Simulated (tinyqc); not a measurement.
The basis set: RHF and MP2 along a ladder of basis sets, for BH3, spin multiplicity 1. Computed by the program tinyqc with PySCF. Same geometry throughout; the dipole is taken about the origin.

Geometry (angstrom):
```
atom        x        y       z
B      0.0000   0.0000  0.0320
H      1.1420   0.0000  0.0000
H     -0.5710   0.9890  0.0000
H     -0.5710  -0.9890  0.0000
```

RHF and frozen-core MP2 in a ladder of bases:
```
basis        functions  E(RHF) (hartree)  E(MP2 corr) (hartree)  HOMO (eV)  LUMO (eV)  dipole (debye)
sto-3g               8         -26.06978               -0.03366    -12.959      6.427           0.101
3-21g               15         -26.23379               -0.05390    -13.802      2.166           0.095
6-31g               15         -26.37356               -0.05357    -13.707      2.400           0.092
cc-pvdz             29         -26.38563               -0.09131    -13.721      1.955           0.084
aug-cc-pvdz         50         -26.38648               -0.09475    -13.745      0.904           0.079
cc-pvtz             72         -26.39679               -0.11353    -13.790      1.678           0.081
```

Estimate the missing row, basis = 6-31g**.

Computed row:
```
basis    functions  E(RHF) (hartree)  E(MP2 corr) (hartree)  HOMO (eV)  LUMO (eV)  dipole (debye)
6-31g**         29         -26.38913               -0.09303    -13.716      2.483           0.091
```

From cc-pVDZ to cc-pVTZ the RHF energy falls by 11.2 mhartree and the correlation energy by 22.2. If valence correlation converges as X^-3, (27 E(T) - 8 E(D))/19 gives -0.1229 hartree, a rough estimate from such small X that usually falls short; STO-3G holds about 27 % of it. Beyond STO-3G the LUMO moves by 1.6 eV and the HOMO by 0.1 eV.
